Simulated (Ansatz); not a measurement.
Job for Ansatz (an electronic-structure program): R-CCSD(T)/aug-cc-pVTZ on BH3 (SMILES B).

Ansatz 0.2 input:
```yaml
crystal:
  periodic: [false, false, false]
  atoms:
    - {symbol: B, position_ang: [-0.00555317, 0.00000000, -1.59887976]}
    - {symbol: H, position_ang: [0.58455128, -1.03051800, -1.67949525]}
    - {symbol: H, position_ang: [0.58455128, 1.03051800, -1.67949525]}
    - {symbol: H, position_ang: [-1.18903148, 0.00000000, -1.47677217]}
basis:
  gaussian:
    orbitals: aug-cc-pVTZ
magnetization: {spin_polarized: false}
correlation: {method: ccsd_t, electrons: outside_noble_gas}
scf: {lower_state_search: off}
```

Program output:

```
WARN ansatz: RAYON_NUM_THREADS=2 ignored (pool sized by the plan → 2); use --threads N
Functional definition: HF
these checks for a lower state are left out or cut short: stability, starts, cluster_reference, orbital_swaps, neighbouring_geometries, increment
integrals: 0.16 GiB planned
633 factors; integrals over basis functions are off by at most 1.5e-3 eV
mean field: 0.14 GiB planned
mean field evaluation 1: about -717.9547 eV, gradient 1.0e1 eV
mean field evaluation 2: about -717.9546 eV, gradient 1.0e1 eV
mean field evaluation 4: about -718.3872 eV, gradient 2.6e-1 eV
mean field evaluation 8: about -718.3875 eV, gradient 2.3e-4 eV
mean field -718.38750880 eV, -26.4002540079 hartree, gradient 1.5e-6 eV, S^2 0.000000; 0 other end points of the search recorded, 0 dependent functions left out
1 core orbitals not correlated
reference -718.38750880 eV, -26.4002540079 hartree; 3, 3 occupied and 111, 111 virtual orbitals, 633 factors
second order -3.12144078 eV of doubles, -0.00000000 eV of singles
coupled cluster: 0.38 GiB planned
cycle   1  -3.55167910 eV  change   -4.3e-1 eV  update   4.2e-2
cycle   2  -3.70294431 eV  change   -1.5e-1 eV  update   1.4e-2
cycle   3  -3.70607229 eV  change   -3.1e-3 eV  update   2.3e-3
cycle   4  -3.70579197 eV  change    2.8e-4 eV  update   5.8e-4
cycle   5  -3.70563827 eV  change    1.5e-4 eV  update   1.6e-4
cycle   6  -3.70561825 eV  change    2.0e-5 eV  update   4.9e-5
cycle   7  -3.70562529 eV  change   -7.0e-6 eV  update   1.5e-5
cycle   8  -3.70562696 eV  change   -1.7e-6 eV  update   4.2e-6
perturbative correction -0.07100651 eV, -0.0026094411 hartree
Total energy: -722.16414227 eV, -26.5390427279 hartree
Checks for a lower state left out: stability, starts, cluster_reference, orbital_swaps, neighbouring_geometries, increment
```

The calculation finished and met its thresholds.

Cost: around 2.2 core-seconds (rough).
